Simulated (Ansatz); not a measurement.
HS, SMILES `[SH+]` (lower triplet) (charge 1, multiplicity 3). The linear singlet lies higher and needs more than one determinant, so no gap is given.

Calculation: LDA/cc-pVTZ // B3LYP-D3(BJ)/def2-TZVP in Ansatz (an electronic-structure program).

Ansatz 0.2 input:
```yaml
crystal:
  periodic: [false, false, false]
  atoms:
    - { symbol: S, position_ang: [0.68555, -0.000004, -0.000002] }
    - { symbol: H, position_ang: [-0.68555, 0.000004, 0.000002] }
basis:
  gaussian: { orbitals: cc-pVTZ }
hamiltonian:
  xc: lda
total_charge: 1
magnetization:
  spin_polarized: true
  initial_magnetization: 2
```

Output:

```
Functional definition: SPW92
328 factors; their error is unknown
mean field evaluation 1: about -10801.3093 eV, gradient 1.4e1 eV
mean field evaluation 2: about -10801.8490 eV, gradient 9.9e0 eV
mean field evaluation 4: about -10802.2375 eV, gradient 4.7e-1 eV
mean field evaluation 8: about -10802.2244 eV, gradient 1.9e-3 eV
mean field -10802.22442776 eV, -396.9744257094 hartree, gradient 3.4e-5 eV, S^2 2.003296; 0 other end points of the search recorded, 0 dependent functions left out
reference -10802.22444745 eV, -396.9744264332 hartree; 9, 7 occupied and 39, 41 virtual orbitals, 328 factors
Total energy: -10802.22444745 eV, -396.9744264332 hartree
```
